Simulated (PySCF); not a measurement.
**Fractional electron number in Li (lithium, neutral)**

The 2s alpha orbital of [He] 2s1 is emptied in steps (occupation f), with all orbitals relaxed, ending at 1s2. Calculation: PySCF 2.14, in aug-cc-pVTZ-DK (5s4p3d2f, 46 functions); scalar relativity by spin-free X2C-1e. The exact energy is a straight line in f; departures are measured from the line between the end points of the same method.

| f | UHF (eV) | LDA (eV) | PBE (eV) | PBE0 (eV) | LC-wPBE (eV) | BHandHLYP (eV) | wB97X (eV) | B3LYP (eV) | CAM-B3LYP (eV) |
| --- | --- | --- | --- | --- | --- | --- | --- | --- | --- |
| 1 | 0.000 | 0.000 | 0.000 | 0.000 | 0.000 | 0.000 | 0.000 | 0.000 | 0.000 |
| 0.9 | 0.000 | -0.207 | -0.212 | -0.156 | 0.003 | -0.114 | 0.002 | -0.177 | -0.085 |
| 0.7 | 0.000 | -0.475 | -0.489 | -0.357 | 0.009 | -0.264 | 0.010 | -0.410 | -0.196 |
| 0.5 | 0.000 | -0.548 | -0.570 | -0.413 | 0.014 | -0.310 | 0.015 | -0.480 | -0.229 |
| 0.3 | 0.000 | -0.433 | -0.460 | -0.330 | 0.016 | -0.255 | 0.011 | -0.390 | -0.187 |
| 0.1 | 0.000 | -0.158 | -0.180 | -0.127 | 0.009 | -0.104 | -0.001 | -0.155 | -0.076 |
| 0 | 0.000 | 0.000 | 0.000 | 0.000 | 0.000 | 0.000 | 0.000 | 0.000 | 0.000 |

| method | E(f=0) − E(f=1) (eV) | −ε at f=1 (eV) | −ε at f=0.5 (eV) |
| --- | --- | --- | --- |
| UHF | 5.343 | 5.343 | 5.343 |
| LDA | 5.468 | 3.163 | 5.583 |
| PBE | 5.584 | 3.222 | 5.667 |
| PBE0 | 5.568 | 3.827 | 5.644 |
| LC-wPBE | 5.577 | 5.599 | 5.600 |
| BHandHLYP | 5.513 | 4.245 | 5.539 |
| wB97X | 5.303 | 5.316 | 5.313 |
| B3LYP | 5.624 | 3.649 | 5.680 |
| CAM-B3LYP | 5.597 | 4.647 | 5.623 |

Orbital energy along the path (eV):

```tsv
f	UHF	LDA	PBE	PBE0	LC-wPBE	BHandHLYP	wB97X	B3LYP	CAM-B3LYP
1	-5.343	-3.163	-3.222	-3.827	-5.599	-4.245	-5.316	-3.649	-4.647
0.9	-5.343	-3.641	-3.707	-4.194	-5.606	-4.504	-5.333	-4.052	-4.845
0.7	-5.343	-4.614	-4.691	-4.929	-5.609	-5.024	-5.343	-4.867	-5.238
0.5	-5.343	-5.583	-5.667	-5.644	-5.600	-5.539	-5.313	-5.680	-5.623
0.3	-5.342	-6.484	-6.583	-6.303	-5.567	-6.034	-5.252	-6.456	-5.988
0.1	-5.342	-7.114	-7.338	-6.822	-5.508	-6.479	-5.261	-7.104	-6.305
0	-5.342	-6.504	-6.760	-6.331	-5.476	-6.504	-5.081	-6.974	-6.323
```

As f goes to zero the orbital energy of a semilocal functional can turn back, because the density of that orbital vanishes from the exchange-correlation potential.

Reference removal energy between the ground levels: 5.392 eV (measured; NIST Atomic Spectra Database, ionization energies). UHF lacks correlation.
